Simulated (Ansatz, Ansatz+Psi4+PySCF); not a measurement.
```xyz
2

F     0.0000    0.0000    0.7353
F     0.0000    0.0000   -0.7353
```

Basis set: cc-pVTZ (spherical functions). Left uncorrelated: 2 orbitals. Charge 0, multiplicity 1.

Computed with Ansatz (development build ahead of 0.2.0); each method stands on the lowest determinant of its kind that the runs found. Restricted open shells among the atoms or ions are ROHF, correlated in semicanonical orbitals with singles.

The atomization energy at this shape (free ground-state atoms in the same class of orbitals less the molecule, no zero-point energy) of singlet F₂:

| method | atomization energy |
| --- | --- |
| RHF-CCSD(T) | 1.47 eV |
| RHF | -1.62 eV |

Task: What does RHF-MP2 give?

Result: 1.64 eV. Caution for RHF: the molecule lies well above its atoms at this level.
